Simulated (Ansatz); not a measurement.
**C₂H₄N₂: vertical ionisation energy**

One table from this session's results is given with a row withheld; the runs are named, their logs left out.

Computed with Ansatz 0.2.0, Gaussian basis. Level: unrestricted cation, the program's frozen cores in correlated methods.

The runs, in order: UKS PBE-D4/def2-TZVPP; UKS r2SCAN-D4/def2-TZVPP; UKS PBE0-D4/def2-TZVPP; UKS B3LYP-D4/def2-TZVPP; UKS wB97X-V/def2-TZVPP; UKS wB97M-V/def2-TZVPP; UKS B2PLYP/def2-TZVPP; UHF-MP2/def2-TZVPP; UHF-MP2/def2-QZVPP; then −ε(HOMO) from the neutral's earlier runs with LDA (SPW92), PBE-D4, revPBE-D4, BLYP-D4, r2SCAN-D4, B97M-V, PBE0-D4, B3LYP-D4, r2SCANh-D4, r2SCAN0-D4, HSE06-D4, BHLYP-D4, CAM-B3LYP-D4, LC-ωPBE, ωB97X-V, ωB97M-V.

1 further run of the same task is left out (it didn't finish).

### Structure used throughout

All runs share one geometry, relaxed beforehand with PBE0-D4 in a triple-zeta def2 set.

SMILES `NC#CN`, 8 atoms, charge 0, spin multiplicity 1.

Atoms are counted from 1 here; the program's logs count them from 0.

Bond lengths: N1–C2 1.342 Å, N1–H5 1.008 Å, N1–H6 1.008 Å, C2–C3 1.207 Å, C3–N4 1.342 Å, N4–H7 1.008 Å, N4–H8 1.008 Å. Angles: C2–N1–H5 116.6°, C2–N1–H6 116.7°, H5–N1–H6 112.9°, N1–C2–C3 177.3°, C2–C3–N4 177.3°, C3–N4–H7 116.5°, C3–N4–H8 116.7°, H7–N4–H8 112.9°.

As a file:

```tsv
atom	x (Å)	y (Å)	z (Å)
N1	-0.38828	1.86712	-0.35693
C2	-0.09801	0.57324	-0.14820
C3	0.21824	-0.57670	0.03482
N4	0.57760	-1.86239	0.17570
H5	-0.77547	2.10257	-1.25737
H6	-0.83139	2.35996	0.40235
H7	1.50390	-2.03445	0.53422
H8	-0.11439	-2.48645	0.55971
```

Set-up of the first run:

in.yaml

```yaml
crystal:
  periodic: [false, false, false]
  atoms:
    - {symbol: N, position_ang: [-0.388276, 1.867118, -0.356931]}
    - {symbol: C, position_ang: [-0.098009, 0.573243, -0.148197]}
    - {symbol: C, position_ang: [0.218242, -0.576699, 0.034818]}
    - {symbol: N, position_ang: [0.577600, -1.862389, 0.175698]}
    - {symbol: H, position_ang: [-0.775473, 2.102573, -1.257371]}
    - {symbol: H, position_ang: [-0.831392, 2.359958, 0.402347]}
    - {symbol: H, position_ang: [1.503899, -2.034455, 0.534225]}
    - {symbol: H, position_ang: [-0.114391, -2.486448, 0.559712]}
basis:
  gaussian: {orbitals: def2-TZVPP}
total_charge: 1
magnetization: {spin_polarized: true, initial_magnetization: 1}
hamiltonian: {xc: pbe, dispersion: d4}
```

The run is started by

```sh
> ansatz run in.yaml --threads 2 --pin off --events-out ev --progress --plain --max-ram 4352MiB
```

Steps of the session up to this table: Cation, UKS PBE-D4/def2-TZVPP; Cation, UKS r2SCAN-D4/def2-TZVPP; Cation, UKS PBE0-D4/def2-TZVPP; Cation, UKS B3LYP-D4/def2-TZVPP; Cation, UKS wB97X-V/def2-TZVPP; Cation, UKS wB97M-V/def2-TZVPP; Cation, UKS B2PLYP (frozen core)/def2-TZVPP; Cation, UHF-MP2/def2-TZVPP; Cation, UHF-MP2/def2-QZVPP.

One table of the session follows, with a row left open; its other results are not shown here.

Orbital estimates, from the neutral's runs:

| functional | −ε(HOMO) (eV) |
| --- | --- |
| LDA (SPW92) | 4.90 |
| PBE-D4 | 4.74 |
| revPBE-D4 | 4.68 |
| BLYP-D4 | 4.62 |
| r2SCAN-D4 | 4.95 |
| B97M-V | 4.98 |
| PBE0-D4 | 5.99 |
| B3LYP-D4 | 5.77 |
| r2SCANh-D4 | 5.42 |
| r2SCAN0-D4 | 6.13 |
| HSE06-D4 | 5.58 |
| BHLYP-D4 | 7.12 |
| CAM-B3LYP-D4 | 7.34 |
| LC-ωPBE | 8.70 |
| ωB97X-V | 8.32 |
| ωB97M-V | ? |

Estimate the missing values for ωB97M-V.

The run gave: −ε(HOMO) (eV): 8.22. In the column «−ε(HOMO) (eV)» it lies between CAM-B3LYP-D4 (7.34) and ωB97X-V (8.32).
